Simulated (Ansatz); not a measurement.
# [Cl···H···H], doublet: transfer scan

Starting geometry:

```yaml
atoms:
  - { symbol: Cl, position_ang: [0.0000, 0.0000, -1.2983] }
  - { symbol: H, position_ang: [0.0000, 0.0000, -0.0195] }
  - { symbol: H, position_ang: [0.0000, 0.0000, 1.3177] }
```

From there H2 is moved from one fragment to the other while all else, the fragments' distance too, stays fixed; atoms are numbered as listed. Energies are in eV, counted from the starting geometry at the same level.

Basis 6-31G; Ansatz 0.2.0. Only valence electrons are correlated (noble-gas cores frozen). R marks a restricted (for open shells ROHF) determinant, U an unrestricted one.

Full CI is exact within this basis and frozen core; it isn't the basis-set limit. The frozen core follows each run's orbitals, which can shift R against U totals by a few meV.

```json
{"distance Cl1-H2 (Å)": "1.189", "UMP2": "0.265"}
{"distance Cl1-H2 (Å)": "1.279", "UMP2": "0.000"}
{"distance Cl1-H2 (Å)": "1.363", "UMP2": "-0.028"}
{"distance Cl1-H2 (Å)": "1.448", "UMP2": "0.033"}
{"distance Cl1-H2 (Å)": "1.533", "UMP2": "0.066"}
{"distance Cl1-H2 (Å)": "1.617", "UMP2": "-0.027"}
{"distance Cl1-H2 (Å)": "1.702", "UMP2": "-0.252"}
{"distance Cl1-H2 (Å)": "1.786", "UMP2": "-0.509"}
{"distance Cl1-H2 (Å)": "1.871", "UMP2": "-0.675"}
```

Task: Estimate the full CI curve in 6-31G from this one, knowing how UMP2 errs.

Result: The computed full CI values, in eV from the starting point, and the error of UMP2 against them:
```tsv
distance Cl1-H2 (Å)	full CI	UMP2 less full CI
1.189	0.290	-0.025
1.279	0.000	0.000
1.363	-0.065	0.036
1.448	-0.059	0.091
1.533	-0.084	0.149
1.617	-0.199	0.172
1.702	-0.404	0.152
1.786	-0.625	0.116
1.871	-0.757	0.083
```

The error spans 0.197 eV and is largest, 0.172 eV, at 1.617 Å.
